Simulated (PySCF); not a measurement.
# O2 (oxygen) at 5 levels

We compute a comparison of 5 runs (UHF/3-21G, UB3LYP/6-31G*, UPBE0/def2-SVP, UTPSS/cc-pVDZ) of O2 (oxygen). The job is set up through a Python script.

The results are computed with PySCF 2.14.0.

## (1) Starting point

O2: 2 atoms, total charge 0, spin state triplet. SMILES: `O=O`. The shape is that of a PBE0-D4/def2-TZVP optimisation.

Bond lengths: O1–O2 1.193 Å.

## (2) Energy and gradient at UHF/3-21G (run 1)

input.py reads:

```python
from pyscf import gto, scf

system = gto.M(
    atom='''
O      0.509550    -0.164850     0.262450
O     -0.509550     0.164850    -0.262450
''',
    max_memory=1860,
    basis='3-21g',
    verbose=4,
    spin=2,
)

myscf = scf.UHF(system)
myscf.conv_tol = 1e-10
myscf.kernel()
if not myscf.converged:
    myscf = myscf.newton().run(myscf.mo_coeff, myscf.mo_occ)

e_tot = myscf.e_tot
print('E = %.10f Eh' % e_tot)
grad = myscf.nuc_grad_method().kernel()
myscf.analyze()
```

Run with:

```console
$ OMP_NUM_THREADS=1 python input.py
```

What it wrote:

```text
PySCF version 2.14.0

[INPUT] num. atoms = 2
[INPUT] num. electrons = 16
[INPUT] charge = 0
[INPUT] spin (= nelec alpha-beta = 2S) = 2
[INPUT] symmetry False subgroup None
[INPUT] Mole.unit = angstrom
[INPUT] Symbol           X                Y                Z      unit          X                Y                Z       unit  Magmom
[INPUT]  1 O      0.509550000000  -0.164850000000   0.262450000000 AA    0.962909946772  -0.311521351635   0.495958621392 Bohr   0.0
[INPUT]  2 O     -0.509550000000   0.164850000000  -0.262450000000 AA   -0.962909946772   0.311521351635  -0.495958621392 Bohr   0.0

nuclear repulsion = 28.3929930741585
number of shells = 10
number of NR pGTOs = 30
number of NR cGTOs = 18
basis = 3-21g
ecp = {}

[... 59 lines left out ...]
converged SCF energy = -148.765746097546  <S^2> = 2.0190191  2S+1 = 3.0126527
[... 11 lines left out ...]
Nuclear Repulsion Energy =              28.392993074158515
[... 1 line left out ...]
Two-electron Energy =                   83.802602636610402
[... 1 line left out ...]
DFT Exchange-Correlation Energy =      -16.297811007795062
[... 4 lines left out ...]
MO #2   energy= -20.6512270556033  | -20.6010450361563  occ= 1 | 1
[... 2 lines left out ...]
MO #18  energy= 3.03955408775695   | 3.10505655591848   occ= 0 | 0
[... 36 lines left out ...]
Dipole moment(X, Y, Z, Debye):  0.00000, -0.00000,  0.00000
```

Wall time 1.2 s (1 thread of Arm Neoverse N1, shared host); peak memory 0.12 GiB.

## (3) Energy and forces at UB3LYP/6-31G(d) (spherical functions) (run 2)

calc.py reads:

```python
# O=O
import pyscf.grad
from pyscf import gto, dft

mol = gto.M(
    atom=[
    ('O', (0.509550, -0.164850, 0.262450)),
    ('O', (-0.509550, 0.164850, -0.262450)),
],
    max_memory=1860,
    basis='6-31g*',
    spin=2,
    verbose=4,
)

calc0 = dft.UKS(mol)
calc0.xc = 'b3lyp'
calc0.conv_tol = 1e-10
calc0.grids.level = 5
calc0.kernel()
if not calc0.converged:
    calc0 = calc0.newton().run(calc0.mo_coeff, calc0.mo_occ)

energy = calc0.e_tot
print('Final energy', energy)
grad = calc0.Gradients().kernel()
calc0.analyze()
```

Run with:

```console
$ OMP_NUM_THREADS=1 python calc.py
```

What it wrote:

```text
PySCF version 2.14.0

[INPUT] num. atoms = 2
[INPUT] num. electrons = 16
[INPUT] charge = 0
[INPUT] spin (= nelec alpha-beta = 2S) = 2
[INPUT] symmetry False subgroup None
[INPUT] Mole.unit = angstrom
[INPUT] Symbol           X                Y                Z      unit          X                Y                Z       unit  Magmom
[INPUT]  1 O      0.509550000000  -0.164850000000   0.262450000000 AA    0.962909946772  -0.311521351635   0.495958621392 Bohr   0.0
[INPUT]  2 O     -0.509550000000   0.164850000000  -0.262450000000 AA   -0.962909946772   0.311521351635  -0.495958621392 Bohr   0.0

nuclear repulsion = 28.3929930741585
number of shells = 12
number of NR pGTOs = 54
number of NR cGTOs = 28
basis = 6-31g*
ecp = {}

[... 34 lines left out ...]
WARN: HOMO -0.241800813024924 >= LUMO -0.241800820673923
[... 31 lines left out ...]
Final energy -150.31589093550835
[... 11 lines left out ...]
Nuclear Repulsion Energy =              28.392993074158515
[... 1 line left out ...]
Two-electron Energy =                   83.788017612419637
[... 1 line left out ...]
DFT Exchange-Correlation Energy =      -17.054453372377584
[... 4 lines left out ...]
MO #2   energy= -19.3023496667164  | -19.2727361687599  occ= 1 | 1
[... 2 lines left out ...]
MO #28  energy= 2.80397012022998   | 2.82948548022332   occ= 0 | 0
[... 46 lines left out ...]
Dipole moment(X, Y, Z, Debye):  0.00000, -0.00000,  0.00000
```

Run time: 5.4 s. Hardware: 1 thread of Arm Neoverse N1, shared host; peak memory 0.35 GiB.

## (4) Energy and forces at UPBE0/def2-SVP (run 3)

input.py reads:

```python
import pyscf.grad
from pyscf import gto, dft

molecule = gto.M(
    atom=[
    ('O', (0.509550, -0.164850, 0.262450)),
    ('O', (-0.509550, 0.164850, -0.262450)),
],
    spin=2,
    verbose=3,
    max_memory=1860,
    basis='def2-svp',
)

mf = dft.UKS(molecule, xc='pbe0')
mf.grids.level = 5
mf.conv_tol = 1e-10
mf.kernel()
if not mf.converged:
    mf = mf.newton().run(mf.mo_coeff, mf.mo_occ)

etot = mf.e_tot
print('E = %.10f Eh' % etot)
grad = mf.Gradients().kernel()
dip = mf.dip_moment()
pop, q = mf.mulliken_pop()
```

Run with:

```console
$ OMP_NUM_THREADS=1 python input.py
```

What it wrote:

```text
WARN: HOMO -0.239915098419243 >= LUMO -0.239915120710925

converged SCF energy = -150.052295529278  <S^2> = 2.0070691  2S+1 = 3.0047091
E = -150.0522955293 Eh
--------------- UKS gradients ---------------
         x                y                z
0 O     0.0068899027    -0.0022290767     0.0035489354
1 O    -0.0068899027     0.0022290767    -0.0035489354
----------------------------------------------
Dipole moment(X, Y, Z, Debye): -0.00000,  0.00000, -0.00000
 ** Mulliken pop       alpha | beta **
pop of  0 O 1s        0.99525 | 0.99525
pop of  0 O 2s        0.59341 | 0.55967
pop of  0 O 3s        0.37049 | 0.38499
pop of  0 O 2px       0.47709 | 0.37551
pop of  0 O 2py       0.64446 | 0.29494
pop of  0 O 2pz       0.61444 | 0.30939
pop of  0 O 3px       0.18128 | 0.16178
pop of  0 O 3py       0.31576 | 0.20449
pop of  0 O 3pz       0.29164 | 0.19682
pop of  0 O 3dxy      0.00382 | 0.00412
pop of  0 O 3dyz      0.00127 | 0.00137
pop of  0 O 3dz^2     0.00242 | 0.00266
pop of  0 O 3dxz      0.00466 | 0.00483
pop of  0 O 3dx2-y2    0.00401 | 0.00419
pop of  1 O 1s        0.99525 | 0.99525
pop of  1 O 2s        0.59341 | 0.55967
pop of  1 O 3s        0.37049 | 0.38499
pop of  1 O 2px       0.47709 | 0.37551
pop of  1 O 2py       0.64446 | 0.29494
pop of  1 O 2pz       0.61444 | 0.30939
pop of  1 O 3px       0.18128 | 0.16178
pop of  1 O 3py       0.31576 | 0.20449
pop of  1 O 3pz       0.29164 | 0.19682
pop of  1 O 3dxy      0.00382 | 0.00412
pop of  1 O 3dyz      0.00127 | 0.00137
pop of  1 O 3dz^2     0.00242 | 0.00266
pop of  1 O 3dxz      0.00466 | 0.00483
pop of  1 O 3dx2-y2    0.00401 | 0.00419
In total             9.00000 | 7.00000
 ** Mulliken atomic charges   ( Nelec_alpha | Nelec_beta ) **
charge of  0O =     -0.00000  (     4.50000      3.50000 )
charge of  1O =      0.00000  (     4.50000      3.50000 )
```

Run time: 5.1 s. Hardware: 1 thread of Arm Neoverse N1, shared host; peak memory 0.35 GiB.

Run 4 isn't shown in full; the table further down has it.

## (5) Energy and gradient at UB3LYP/6-31G(d) (Cartesian functions) (run 5)

input.xyz reads:

```xyz
2
O2
O      0.509550    -0.164850     0.262450
O     -0.509550     0.164850    -0.262450
```

job.py reads:

```python
# O=O
from pyscf import gto, dft

molecule = gto.M(
    atom='input.xyz',
    cart=True,
    spin=2,
    basis='6-31g*',
    verbose=3,
    max_memory=1860,
)

ks = dft.UKS(molecule)
ks.xc = 'b3lyp'
ks.grids.level = 5
ks.conv_tol = 1e-10
ks.kernel()
if not ks.converged:
    ks = ks.newton().run(ks.mo_coeff, ks.mo_occ)

energy = ks.e_tot
print('E(%s) = %.9f' % ('B3LYP', energy))
grad = ks.nuc_grad_method().kernel()
dip = ks.dip_moment()
pop, q = ks.mulliken_pop()
```

Run with:

```console
$ OMP_NUM_THREADS=1 python job.py
```

What it wrote:

```text
WARN: HOMO -0.242357267761613 >= LUMO -0.242357275269773

converged SCF energy = -150.319300285443  <S^2> = 2.0064433  2S+1 = 3.0042924
E(B3LYP) = -150.319300285
--------------- UKS gradients ---------------
         x                y                z
0 O    -0.0315983273     0.0102223298    -0.0162752798
1 O     0.0315983273    -0.0102223298     0.0162752798
----------------------------------------------
Dipole moment(X, Y, Z, Debye):  0.00000, -0.00000,  0.00000
 ** Mulliken pop       alpha | beta **
pop of  0  O 1s        0.99646 | 0.99666
pop of  0  O 2s        0.50167 | 0.47100
pop of  0  O 3s        0.46246 | 0.48275
pop of  0  O 2px       0.48305 | 0.37927
pop of  0  O 2py       0.65466 | 0.30097
pop of  0  O 2pz       0.62388 | 0.31502
pop of  0  O 3px       0.17207 | 0.14959
pop of  0  O 3py       0.30262 | 0.19476
pop of  0  O 3pz       0.27920 | 0.18665
pop of  0  O 3dxx      0.00652 | 0.01196
pop of  0  O 3dxy      0.00609 | 0.00647
pop of  0  O 3dxz      0.00716 | 0.00727
pop of  0  O 3dyy      0.00057 | -0.00370
pop of  0  O 3dyz      0.00203 | 0.00217
pop of  0  O 3dzz      0.00156 | -0.00084
pop of  1  O 1s        0.99646 | 0.99666
pop of  1  O 2s        0.50167 | 0.47100
pop of  1  O 3s        0.46246 | 0.48275
pop of  1  O 2px       0.48305 | 0.37927
pop of  1  O 2py       0.65466 | 0.30097
pop of  1  O 2pz       0.62388 | 0.31502
pop of  1  O 3px       0.17207 | 0.14959
pop of  1  O 3py       0.30262 | 0.19476
pop of  1  O 3pz       0.27920 | 0.18665
pop of  1  O 3dxx      0.00652 | 0.01196
pop of  1  O 3dxy      0.00609 | 0.00647
pop of  1  O 3dxz      0.00716 | 0.00727
pop of  1  O 3dyy      0.00057 | -0.00370
pop of  1  O 3dyz      0.00203 | 0.00217
pop of  1  O 3dzz      0.00156 | -0.00084
In total             9.00000 | 7.00000
 ** Mulliken atomic charges   ( Nelec_alpha | Nelec_beta ) **
charge of  0O =      0.00000  (     4.50000      3.50000 )
charge of  1O =     -0.00000  (     4.50000      3.50000 )
```

It took 5.4 s on 1 thread of Arm Neoverse N1, shared host; peak memory 0.37 GiB.

## (6) The series

```
run                                level  integration grid  Cartesian functions  energy (Eh)  dipole moment (D)  HOMO energy (eV)  LUMO energy (eV)  wall time
  1                            UHF/3-21G                 –                   no  -148.765746               0.00            -14.75              3.41      1.2 s
  2  UB3LYP/6-31G* (spherical functions)                 5                   no  -150.315891               0.00             -8.17             -2.84      5.4 s
  3                       UPBE0/def2-SVP                 5                   no  -150.052296               0.00             -8.72             -2.56      5.1 s
  4                        UTPSS/cc-pVDZ                 5                   no  -150.358800               0.00             -6.39             -3.69      8.1 s
  5  UB3LYP/6-31G* (Cartesian functions)                 5                  yes  -150.319300               0.00             -8.19             -2.86      5.4 s
```

## (7) Summary of results

| quantity | value |
| --- | --- |
| run 5: total energy | -150.31930 Eh |
| run 5: dipole moment | 0.00 D |
| run 5: HOMO energy (highest over α and β) | -8.19 eV |
| run 5: LUMO energy (lowest over α and β) | -2.86 eV |
| run 5: ⟨S²⟩ | 2.006 |
| run 5: largest force on an atom | 1.902 eV/Å |

**Reading.** Totals of different functionals can't be ranked against each other. All runs together took 25 s, the longest 8.1 s.
